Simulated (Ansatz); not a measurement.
A single point on `FCOC(F)F`.

```yaml
crystal:
  periodic: [false, false, false]
  atoms:
    - {symbol: F, position_ang: [-0.182871, -1.919336, -0.054184]}
    - {symbol: C, position_ang: [0.727245, -0.928087, 0.211328]}
    - {symbol: O, position_ang: [0.492921, 0.169984, -0.599264]}
    - {symbol: C, position_ang: [-0.612869, 0.908196, -0.275928]}
    - {symbol: F, position_ang: [-0.768998, 1.809662, -1.243573]}
    - {symbol: F, position_ang: [-0.409146, 1.573749, 0.885500]}
    - {symbol: H, position_ang: [1.722162, -1.292061, -0.041710]}
    - {symbol: H, position_ang: [0.641771, -0.676199, 1.272217]}
    - {symbol: H, position_ang: [-1.521514, 0.307789, -0.171585]}
basis:
  gaussian: {orbitals: def2-QZVPP}
correlation: {method: mp2}
```

```sh
$ ansatz run in.yaml --threads 4 --pin off --events-out ev --progress --plain --max-ram 10444MiB
```

Shortened log:

```
Functional definition: HF
2702 factors; integrals over basis functions are off by at most 8.3e-4 eV
mean field evaluation 1: about -12265.2406 eV, gradient 4.5e1 eV
mean field evaluation 2: about -12265.3951 eV, gradient 4.5e1 eV
mean field evaluation 4: about -12269.0137 eV, gradient 3.7e0 eV
mean field evaluation 8: about -12269.0626 eV, gradient 2.5e-1 eV
mean field -12269.06279725 eV, -450.8797415296 hartree, gradient 2.6e-6 eV, S^2 0.000000; 0 other end points of the search recorded, 0 dependent functions left out
6 core orbitals not correlated: weight in the atoms' cores, before any rotation towards them, 1.000 or more for the frozen orbitals, at most 0.000 for the correlated occupied ones
reference -12269.06279725 eV, -450.8797415296 hartree; 19, 19 occupied and 407, 407 virtual orbitals, 2702 factors
second order -38.61809226 eV of doubles, -0.00000000 eV of singles
Total energy: -12307.68088952 eV, -452.2989302440 hartree
```

It took 13 s on 4 threads of an Arm Neoverse V2 on a shared host, with 2.4 GiB of host memory at the peak.
